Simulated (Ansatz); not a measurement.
# How methods differ on BH2SO (SMILES O[B]S)

BH2SO has 5 atoms, charge 0, and is taken as a doublet. As SMILES, `O[B]S`. Geometry: relaxed at PBE0-D4/def2-TZVP. This is a higher conformer, about 7 kJ/mol above the lowest found by a separate search.

```xyz
5

O    -1.2947   -0.0547   -0.4356
B    -0.4543    0.8256    0.1097
S     1.2538    0.6942    0.6111
H    -0.9471   -0.9400   -0.6047
H     1.4921   -0.5986    0.2782
```

Quantity: the energy change with the B2–S3 bond stretched from 1.785 to 4.462 Å, in eV. The values are calculated.

```csv
level,kind,program,value (eV),less FCI/STO-3G
UHF/STO-3G,Hartree–Fock,Ansatz,3.28,+0.07
U-revPBE/STO-3G,GGA,Ansatz,4.09,+0.88
U-r2SCAN/STO-3G,meta-GGA,Ansatz,4.33,+1.12
UPBE0/STO-3G,global hybrid,Ansatz,4.20,+0.99
U-wB97X/STO-3G,range-separated hybrid,Ansatz,3.88,+0.67
RPA@PBE/STO-3G,RPA,Ansatz,2.61,-0.60
UMP2/STO-3G,perturbation theory,Ansatz,3.47,+0.26
UCCSD/STO-3G,coupled cluster or CI,Ansatz,3.22,+0.01
FCI/STO-3G,exact in the basis,Ansatz,3.21,0.00
```

FCI/STO-3G is exact within its basis and frozen core, so for wave-function methods in that basis the difference is their error; functionals converge differently with the basis, so for them it is only a difference. The first shape isn't each level's own minimum. The values span 2.61 to 4.33 eV. Spin contamination of the reference (⟨S²⟩ at least 0.1 too high) touches UHF/STO-3G, UMP2/STO-3G, UCCSD/STO-3G. All rows use very small basis sets, so even the best lies far from the true value.
